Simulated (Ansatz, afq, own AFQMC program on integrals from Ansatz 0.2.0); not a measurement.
# Si₂H₃, doublet → Si₂H₃⁺, triplet

```xyz
5

Si    0.0000    0.0235    1.0897
Si    0.0000   -0.0769   -1.1897
H     0.0000    1.2166    1.9857
H     0.0000   -1.1800    1.9697
H     0.0000    1.4507   -1.1705
```

Connectivity, by distances: SiH2–SiH.

E(triplet, charge +1) − E(doublet, charge +0) at this geometry, on UHF and UHF determinants.

Basis aug-cc-pVDZ. Only valence electrons are correlated. Ansatz 0.2.0 and our own AFQMC program on the same integrals; the CISD trial comes from CCSD amplitudes, and released means the phaseless constraint is let go. Error bars are statistical, one sigma. The errors of all members are added in quadrature.

No full CI on the walks' own integrals is used here; CCSDT(Q) serves as the reference and is uncertain by about the last step of the cluster series. Each member takes its own surest rung, up to full CI.

The best estimate is CCSD(T) at the basis-set limit (CBS: def2-TZVPP and def2-QZVPP, with their diffuse functions for anions and beside diffuse sets, CCSD(T) itself extrapolated) plus the step from CCSD(T) to CCSDT(Q) in aug-cc-pVDZ. Rows without CBS are in aug-cc-pVDZ, the functionals in def2-TZVP; B2PLYP and the wave-function rows carry a basis error of their own. Core correlation and relativity beyond core potentials are missing, and ± holds the sampling alone.

Cautions: Si₂H₃ (doublet): the released energies are still falling, so no released level is given (meV from the phaseless value at times in 1/Eh: -5 ± 4 at 0.24, -11 ± 3 at 0.51, -16 ± 3 at 0.99, -23 ± 3 at 1.62, -26 ± 4 at 2.40), though the last usable value meets CCSDT(Q) within the noise, its ph-AFQMC/CISD value lies 23 ± 5 meV above CCSDT(Q); Si₂H₃⁺ (triplet): another spin lies lower, the released energies are still falling, so no released level is given (meV from the phaseless value at times in 1/Eh: -6 ± 4 at 0.24, -8 ± 3 at 0.51, -12 ± 4 at 0.99, -16 ± 4 at 1.62, -20 ± 5 at 2.40), though the last usable value meets CCSDT(Q) within the noise, its ph-AFQMC/CISD value lies 19 ± 5 meV above CCSDT(Q); this isn't the first ionization.

| level | vertical ionization energy (kcal/mol) |
| --- | --- |
| PBE0 | 199.6 |
| r2SCAN | 198.2 |
| HF | 176.3 |

From these cheaper values, estimate the vertical ionization energy at the level of the best estimate.

202.5 kcal/mol (best estimate, highest rung CCSDT(Q)).

```tsv
level	vertical ionization energy (kcal/mol)	error against the best estimate (kcal/mol)
MP2	195.3	-7.1
CCSD	197.6	-4.8
CCSD(T)	198.6	-3.9
CCSDT	198.5	-4.0
CCSDT(Q)	198.6	-3.9
ph-AFQMC/CISD	198.5 ± 0.2	-4.0 ± 0.2
HF/CBS	175.6	-26.9
MP2/CBS	199.8	-2.7
CCSD(T)/CBS	202.5	0.0
PBE	199.4	-3.1
B3LYP	202.0	-0.4
wB97M-V	202.0	-0.5
B2PLYP	199.7	-2.8
```

Correlation beyond CCSD(T) changes it by less than 2 meV. Going to the basis-set limit adds 3.9 kcal/mol at CCSD(T). The perturbative (T) step is worth +0.9 kcal/mol. The functionals spread over 3.9 kcal/mol; B3LYP and wB97M-V come nearest and r2SCAN is 4.3 kcal/mol too low.

Best estimates are given only where the step beyond CCSD(T) is under 0.3 eV and no member's determinant is very poor (T1 over 0.05, or 0.07 for open shells, ⟨S²⟩ too high by 0.3, two states mixed), so the hardest cases are missing from such tables.

The functionals ran in a triple-zeta set and keep a basis error of their own, a few kJ/mol for each bond in atomization energies and more for double hybrids, so close places among them and the extrapolated levels can swap.

CCSDT and higher add their correlation energy to the determinant of the CCSD(T) run, since their own runs factorise the integrals more tightly (a shift of under 2 meV). Each member of a difference takes its own highest rung, so a best estimate needn't equal the limit plus the step of one row. A walk keeps the symmetry of its determinant, which the program's search chose and which needn't be the lowest solution, so a lower state of the same spin and another symmetry isn't excluded.
